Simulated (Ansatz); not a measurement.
Tuning the range parameter of LC-ωPBE so that −HOMO meets the ionisation energy; basis def2-TZVPD, Ansatz. System: the cluster LiF2⁻. Total charge -1; singlet. Geometry: r2SCAN-D4/def2-TZVPD. The ionised state is a doublet.

Geometry of the singlet:

| atom | x (Å) | y (Å) | z (Å) |
| --- | --- | --- | --- |
| Li1 | 0.0000 | 0.0000 | 0.0000 |
| F2 | 1.2582 | -0.3646 | 1.0744 |
| F3 | -1.2582 | 0.3647 | -1.0744 |

The structure comes from a short search, and lower isomers may exist.

| ω (1/bohr) | HOMO (eV) | LUMO (eV) | vertical IE (eV) | HOMO + IE (eV) |
| --- | --- | --- | --- | --- |
| 0.1 | -2.71 | 4.20 | 5.06 | 2.35 |
| 0.15 | -3.41 | 4.26 | 5.22 | 1.81 |
| 0.2 | -4.04 | 4.28 | 5.43 | 1.39 |

**Question.** Estimate the row for 0.3 bohr⁻¹.

**Answer.** 
```
ω (1/bohr)  HOMO (eV)  LUMO (eV)  vertical IE (eV)  HOMO + IE (eV)
       0.3      -5.10       4.30              5.89            0.79
```

**Question.** Where does the tuning condition hold?

**Answer.** Not within the range that was run.
